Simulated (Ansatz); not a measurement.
A made-up structure of C2H5Si, doublet:

```
8
angstrom
C -0.5442 0.9042 -0.3048
C 0.2107 -1.4560 1.2847
Si 0.3423 -0.2520 -0.0155
H -1.4752 0.8726 0.2640
H -0.8015 0.9176 -1.3715
H -0.0492 1.8616 -0.1038
H 1.6076 -0.2018 -0.6581
H 0.7635 -2.2816 0.9154
```

It is relaxed with PBE-D4/def2-SVP and then PBE0-D4/def2-TZVP (Ansatz 0.2.0). Atoms count as bonded within 1.22 times the sum of their covalent radii (H–H: 0.88 Å). The end point is not checked to be a true minimum.

(1) Does its bonding change? (A judgement: the text doesn't fix the answer.)

Results:

(1) By the calculation: No: no bond forms or breaks.

Where it ends: The first stage lowers the energy by 3.32 eV in 10 steps. It ends as C₂H₅Si ([CH][SiH][CH3]):
```
8
angstrom
C -0.6365 1.0259 -0.3225
C 0.4706 -1.6316 0.9080
Si 0.6365 -0.3124 -0.0989
H -1.5090 0.8231 0.2994
H -0.9524 1.0831 -1.3672
H -0.2224 1.9983 -0.0446
H 1.8652 -0.1288 -0.9074
H 0.4022 -2.4931 1.5436
```

Labels in which every atom is bracketed show which atoms are joined, not bond orders.

For scale, one of the runs: PBE0-D4/def2-TZVP relaxation, 129 basis functions, launched by `ansatz run in.yaml --threads 2 --pin off --events-out ev --progress --plain --max-ram 4352MiB`. The run took about 25 s on 2 CPU threads of an Arm Neoverse V2 (shared host).
